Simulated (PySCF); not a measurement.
# Dipole moment and polarisability across levels of theory

Thioketene, C2H2S.
Bonds: C1–C2 (double), C2–S3 (double). Hydrogens: H4, H5 on C1.

PySCF, dipoles from the SCF density, polarisabilities from static response with core orbitals frozen. Isolated species at its PBE0-D3(BJ)/def2-SVP geometry, gas phase.

**Question.** How do dipole and polarisability depend on functional and basis here?

**Answer.** 

| level | μ (D) | error (%) | α (Å³) | anisotropy (Å³) |
| --- | --- | --- | --- | --- |
| LDA/def2-SVPD | 1.049 | +2.8 | 7.17 | 6.49 |
| PBE/def2-SVPD | 1.059 | +3.8 | 7.13 | 6.47 |
| B3LYP/def2-SVPD | 1.112 | +9.0 | 7.10 | 6.51 |
| PBE0/def2-SVPD | 1.172 | +14.9 | 7.01 | 6.43 |
| BHandHLYP/def2-SVPD | 1.262 | +23.8 | 7.01 | 6.52 |
| CAM-B3LYP/def2-SVPD | 1.179 | +15.5 | 7.06 | 6.53 |
| wB97X-D/def2-SVPD | 1.257 | +23.2 | 7.04 | 6.43 |
| LC-wPBE/def2-SVPD | 1.283 | +25.8 | 6.92 | 6.47 |
| HF/def2-SVPD | 1.588 | +55.7 | 7.06 | 6.68 |
| PBE0/6-31G* | 1.358 | +33.1 | 5.31 | 7.45 |
| PBE0/def2-SVP | 1.076 | +5.5 | 5.33 | 7.04 |
| PBE0/6-31+G* | 1.229 | +20.4 | 6.15 | 7.74 |
| PBE0/aug-cc-pVDZ | 1.158 | +13.5 | 7.09 | 6.73 |
| PBE0/def2-TZVP | 1.083 | +6.2 | 6.39 | 7.16 |
| PBE0/def2-TZVPD | 1.113 | +9.2 | 7.19 | 6.56 |
| PBE0/aug-cc-pVTZ | 1.130 | +10.8 | 7.20 | 6.60 |

Reference dipole: 1.020 D (measured, gas; NIST CCCBDB Release 22 (SRD 101), experimental dipoles). The anisotropy is √(½[(α1 − α2)² + (α2 − α3)² + (α3 − α1)²]). For the dipole, the smallest error is 2.8% (LDA/def2-SVPD) and the largest 55.7% (HF/def2-SVPD). The dipole runs from 1.05 D (LDA/def2-SVPD) to 1.59 D (HF/def2-SVPD). No reference polarisability is at hand; against PBE0 in the largest diffuse basis at hand (aug-cc-pVTZ) the other PBE0 rows deviate by 6-31G* -26%, def2-SVP -26%, 6-31+G* -15%, def2-SVPD -3%, aug-cc-pVDZ -2%, def2-TZVP -11%, def2-TZVPD 0%. In one basis (def2-SVPD) the functionals order the polarisability from LC-wPBE (lowest) to LDA (highest), a spread of 4%. With PBE0 the polarisability is 5.68 Å³ without diffuse functions (mean of 6-31G*, def2-SVP and def2-TZVP) and 6.93 Å³ with them (mean of 6-31+G*, def2-SVPD, aug-cc-pVDZ, def2-TZVPD and aug-cc-pVTZ). Measured values can belong to vibrating molecules; the computed ones are for one fixed geometry.
